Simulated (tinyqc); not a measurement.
Inside a calculation. Method: extended Hueckel theory, for CH4-. The parameters take no account of the charge, which enters only through the electron count, and nothing here shows that the anion is bound. One step of it, computed by the program tinyqc.

Task: Mulliken analysis. P = C n C^T; charge = valence electrons (C 4, H 1) minus the sum of (P S)_ii on the atom; overlap population = 2 sum P_ij S_ij between two atoms.

coefficients, order 1C 2s, 1C 2px, 1C 2py, 1C 2pz, 2H 1s, 3H 1s, 4H 1s, 5H 1s:
$$\begin{pmatrix}
0.707344 & 0.000000 & 0.000000 & 0.000000 & 0.000000 & 0.000000 & 0.000000 & 1.641157 \\
0.000000 & -0.077360 & -0.078876 & 0.492762 & 0.381922 & 1.111041 & 0.051143 & 0.000000 \\
0.000000 & 0.489406 & -0.109477 & 0.059309 & 0.152812 & -0.105979 & 1.161167 & 0.000000 \\
0.000000 & 0.097561 & 0.486636 & 0.093211 & 1.101669 & -0.370471 & -0.178795 & 0.000000 \\
0.137228 & 0.331315 & 0.193925 & 0.419522 & -0.853996 & -0.331176 & -0.539364 & -0.725599 \\
0.137228 & -0.431903 & -0.296485 & 0.221204 & 0.455366 & -0.828470 & 0.485984 & -0.725599 \\
0.137228 & 0.305047 & -0.336275 & -0.342404 & 0.694499 & 0.441792 & -0.672601 & -0.725599 \\
0.137228 & -0.204458 & 0.438835 & -0.298322 & -0.295869 & 0.717854 & 0.725981 & -0.725599
\end{pmatrix}$$

occupations: [2.000000, 2.000000, 2.000000, 2.000000, 0.333333, 0.333333, 0.333333, 0.000000]

overlap S, order 1C 2s, 1C 2px, 1C 2py, 1C 2pz, 2H 1s, 3H 1s, 4H 1s, 5H 1s:
$$\begin{pmatrix}
1.000000 & 0.000000 & 0.000000 & 0.000000 & 0.501422 & 0.501422 & 0.501422 & 0.501422 \\
0.000000 & 1.000000 & 0.000000 & 0.000000 & 0.286885 & 0.286885 & -0.286885 & -0.286885 \\
0.000000 & 0.000000 & 1.000000 & 0.000000 & 0.286885 & -0.286885 & 0.286885 & -0.286885 \\
0.000000 & 0.000000 & 0.000000 & 1.000000 & 0.286885 & -0.286885 & -0.286885 & 0.286885 \\
0.501422 & 0.286885 & 0.286885 & 0.286885 & 1.000000 & 0.154713 & 0.154713 & 0.154713 \\
0.501422 & 0.286885 & -0.286885 & -0.286885 & 0.154713 & 1.000000 & 0.154713 & 0.154713 \\
0.501422 & -0.286885 & 0.286885 & -0.286885 & 0.154713 & 0.154713 & 1.000000 & 0.154713 \\
0.501422 & -0.286885 & -0.286885 & 0.286885 & 0.154713 & 0.154713 & 0.154713 & 1.000000
\end{pmatrix}$$

Give: charges; Overlap populations.

Result:

charges: 1C -0.6165, 2H -0.0959, 3H -0.0959, 4H -0.0959, 5H -0.0959

Overlap populations:
```
pair      value
2-1    0.351381
3-1    0.351381
3-2   -0.093900
4-1    0.351381
4-2   -0.093900
4-3   -0.093900
5-1    0.351381
5-2   -0.093900
5-3   -0.093900
5-4   -0.093900
```
